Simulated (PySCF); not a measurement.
Order these species by their calculated properties.

Each SMILES stands for a single optimised conformer of the isolated species, non-relativistic unless stated. Electronic properties by PySCF.

The conformers computed, where there is a choice (atom-mapped SMILES and torsion angles):
- `[CH:1]#[C:2][P:3]([CH2:4][C:5]([F:6])([F:7])[F:8])[CH:9]1[CH2:10][CH2:11]1`: C2–P3–C4–C5 -171°, P3–C4–C5–F6 82°, C2–P3–C9–C10 -163°
- `[NH2:1][C:2](=[O:3])[CH:4]1[CH:5]=[CH:6][CH:7]=[CH:8][CH:9]=[CH:10]1`: N1–C2–C4–C5 -72°, H–N1–C2–O3 -1°, H–N1–C2–O3 -178°
- `[CH:1]#[C:2][C:3](=[CH2:4])[C:5](=[CH2:6])[CH2:7][C:8]([NH2:9])=[O:10]`: C2–C3–C5–C6 144°, C3–C5–C7–C8 -74°, C5–C7–C8–N9 80°, H–N9–C8–C7 -3°, H–N9–C8–C7 -177°
- `[NH2:1][CH:2]=[NH2+:3]`: H–N1–C2–N3 0°, H–N1–C2–N3 180°
- `[F:1][Si@H:2]([Cl:3])[CH2:4][SiH3:5]`: F1–Si2–C4–Si5 54°
- `[CH3:1][P:2]([CH3:3])[P:4]([C:5]([F:6])([F:7])[F:8])[C:9]([F:10])([F:11])[F:12]`: C1–P2–P4–C5 174°, P2–P4–C5–F6 22°, P2–P4–C9–F10 -50°
- `[CH2:1]=[CH:2]/[CH:3]=[C:4](/[CH2:5][CH3:6])[CH2:7][C:8](=[O:9])[O-:10]`: C1–C2–C3–C4 179°, C3–C4–C5–C6 102°, C3–C4–C7–C8 98°, C4–C7–C8–O9 -111°

The conformers of `CC[C@@H](C#[O+])C1CCCC1` and `CO[C@@H]1C=NN([SiH](C)C)C1` aren't listed.

(1) Rank by HOMO energy, highest first (PBE0/pcSseg-1 at GFN2-xTB geometries).
A. `NC(=O)C1C=CC=CC=C1`
B. `C#CC(=C)C(=C)CC(N)=O`
C. `CC[C@@H](C#[O+])C1CCCC1`
D. `C#CP(CC(F)(F)F)C1CC1`

(2) Rank by HOMO–LUMO gap, lowest first (PBE0/pcSseg-1 at GFN2-xTB geometries).
A. `O([C@H]1CN([SiH](C)C)N=C1)C`
B. `CC[C@@H](C#[O+])C1CCCC1`
C. `C#CP(CC(F)(F)F)C1CC1`
D. `NC(=O)C1C=CC=CC=C1`
E. `C#CC(=C)C(=C)CC(N)=O`

(3) Rank by smallest rotational constant, lowest first (GFN2-xTB).
A. `CP(C)P(C(F)(F)F)C(F)(F)F`
B. `C#CC(=C)C(=C)CC(N)=O`
C. `NC(=O)C1C=CC=CC=C1`
D. `F[Si@H](Cl)C[SiH3]`
E. `NC=[NH2+]`
F. `C#CP(CC(F)(F)F)C1CC1`
G. `C=C/C=C(/CC)CC(=O)[O-]`

(4) Give the two extremes of that set in cm⁻¹.

Answers

(1) A (-6.74 eV), B (-6.88 eV), D (-7.26 eV), C (-12.69 eV).

(2) E (5.30 eV), B (5.65 eV), D (5.75 eV), A (6.25 eV), C (7.06 eV).

(3) A (0.482 GHz), F (0.539 GHz), G (0.645 GHz), C (0.800 GHz), B (0.870 GHz), D (1.246 GHz), E (8.872 GHz).

(4) `CP(C)P(C(F)(F)F)C(F)(F)F`: 0.0161 cm⁻¹; `NC=[NH2+]`: 0.2959 cm⁻¹.
